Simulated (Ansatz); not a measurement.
Relaxation of CH₄AlF (7 atoms, charge 0, multiplicity 1), to a largest force component of 0.02 eV/Å in at most 40 steps.

Computed with RKS BHLYP-D4/6-31G* (Ansatz 0.2.0).

```xyz
7
Properties=species:S:1:pos:R:3
Al 0.000 0.000 0.000
H 0.000 0.000 1.560
F 1.464 0.000 -0.845
C -1.706 0.000 -0.985
H -2.266 -0.930 -0.756
H -2.310 0.880 -0.680
H -1.504 0.051 -2.075
```

Where does it end, and by what steps?

The forces met the threshold. After 3 steps the energy has fallen by 0.090 eV; H2 moved furthest, 0.08 Å.

| step | energy less start (eV) | largest force component (eV/Å) | accepted |
| --- | --- | --- | --- |
| 0 | 0.0000 | 1.068 | yes |
| 1 | -0.0774 | 0.589 | yes |
| 2 | -0.0893 | 0.108 | yes |
| 3 | -0.0895 | 0.012 | yes |

```xyz
7
Properties=species:S:1:pos:R:3
Al -0.022 0.002 0.006
H 0.081 -0.001 1.578
F 1.412 -0.002 -0.803
C -1.685 0.002 -0.996
H -2.265 -0.897 -0.784
H -2.311 0.847 -0.710
H -1.533 0.049 -2.072
```

Whether the end is a true minimum wasn't checked by a vibrational analysis.

The run took 8.4 s on 1 thread of Arm Neoverse V1, with other jobs on the host, peak memory 0.13 GiB.
